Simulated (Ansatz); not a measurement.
A nudged elastic band was laid between two geometries of C3H9NS (14 atoms, charge 0, multiplicity 1).

The calculation used RKS B3LYP-D4/STO-3G in Ansatz.

```yaml
movable_images: 9
climbing_image: yes
spring: 5.0 eV/Å²
optimiser: quadratic models (default)
start_path: through a guess of the saddle point
force_threshold: 0.05 eV/Å
iteration_limit: 46
end_points: relaxed
```

Image 0:

```xyz
14
Properties=species:S:1:pos:R:3
C -1.700 1.046 0.322
C -0.155 1.243 0.318
S 0.757 0.054 1.376
C 0.758 -1.336 0.188
N 1.432 -0.931 -1.118
H -2.108 1.154 1.339
H -2.181 1.795 -0.327
H -1.969 0.047 -0.053
H 0.085 2.257 0.681
H 0.232 1.146 -0.712
H 1.251 -2.193 0.696
H -0.272 -1.649 -0.070
H 2.466 -0.862 -0.885
H 1.393 -1.801 -1.727
```

Image 10:

```xyz
14
Properties=species:S:1:pos:R:3
C -1.683 0.870 0.678
C -0.350 1.494 0.164
S 1.162 0.559 0.617
C 0.974 -0.795 -0.612
N 1.993 -1.870 -0.273
H -1.671 0.780 1.775
H -2.536 1.503 0.390
H -1.844 -0.132 0.252
H -0.237 2.500 0.603
H -0.405 1.624 -0.932
H -0.075 -1.168 -0.617
H 1.201 -0.439 -1.637
H 1.626 -2.322 0.615
H 1.831 -2.632 -0.995
```

What changes between the two ends?

No bond is made or broken. The dihedral C2–S3–C4–H12 goes from -60 to 73°.

What energy profile does the band end with?

The run converged. The highest image is number 6 of 0 to 10, 16.5 kJ/mol above the first end and 2.8 kJ/mol above the last; the last end lies 13.7 kJ/mol above the first. A vibrational analysis at the climbing image gives one clearly imaginary mode, 65i cm⁻¹: a first-order saddle point. Limits of this set-up: minimal basis.

| image | path coordinate (Å) | energy (kJ/mol) | dihedral C2–S3–C4–H12 (°) |
| --- | --- | --- | --- |
| 0 | 0.00 | 0.0 | -60 |
| 1 | 0.54 | 1.6 | -49 |
| 2 | 1.08 | 5.1 | -36 |
| 3 | 1.62 | 9.4 | -23 |
| 4 | 2.16 | 13.4 | -9 |
| 5 | 2.70 | 15.9 | 6 |
| 6 | 3.25 | 16.5 | 20 |
| 7 | 3.81 | 15.8 | 35 |
| 8 | 4.37 | 14.8 | 48 |
| 9 | 4.93 | 14.0 | 61 |
| 10 | 5.50 | 13.7 | 73 |

What is the geometry of the highest image?


```xyz
14
Properties=species:S:1:pos:R:3
C -1.736 0.947 0.608
C -0.336 1.477 0.170
S 1.076 0.465 0.753
C 0.776 -1.024 -0.285
N 2.103 -1.525 -0.844
H -1.798 0.869 1.705
H -2.527 1.632 0.263
H -1.933 -0.047 0.179
H -0.187 2.486 0.590
H -0.310 1.573 -0.930
H 0.237 -1.805 0.298
H 0.138 -0.757 -1.148
H 2.633 -1.884 0.005
H 1.851 -2.434 -1.336
```

Time of the run: 4.5 min on 1 CPU thread of a shared host.
